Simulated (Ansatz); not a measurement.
For rock-salt MgO, PBE-D3(BJ) (plane waves, PAW; Ansatz, a quantum-chemistry and plane-wave program) gives:

```
Quantity                     Result
-------------------  --------------
lattice parameter a         4.208 Å
formation enthalpy   -2.825 eV/atom
```

**Question.** What does r²SCAN+rVV10 (PAW; Ansatz) give for the same quantities?

**Answer.** 
- lattice constant a: 4.195 Å (decreases by 0.3 %)
- formation enthalpy: -3.026 eV/atom (moves by -0.201 eV/atom)

For comparison: lattice constant a 4.189 Å (measured, static lattice: zero-point anharmonic expansion removed; as tabulated in Mejia-Rodriguez and Trickey (2018), arXiv:1807.09216); formation enthalpy -3.13 eV/atom (measured, 0 K, zero-point vibrations removed by harmonic ab initio phonons, 0 K static; as tabulated in Harl and Kresse (2009), doi:10.1103/physrevlett.103.056401).

Changes are worked out from the printed values.

Unless a cell is named, each level is at its own relaxed cell (PBE-D3(BJ) 9.31, r²SCAN+rVV10 9.23 Å³/atom).

Ansatz's density-functional and Hartree–Fock values are scalar-relativistic unless marked +SOC, with PAW data made under PBE.
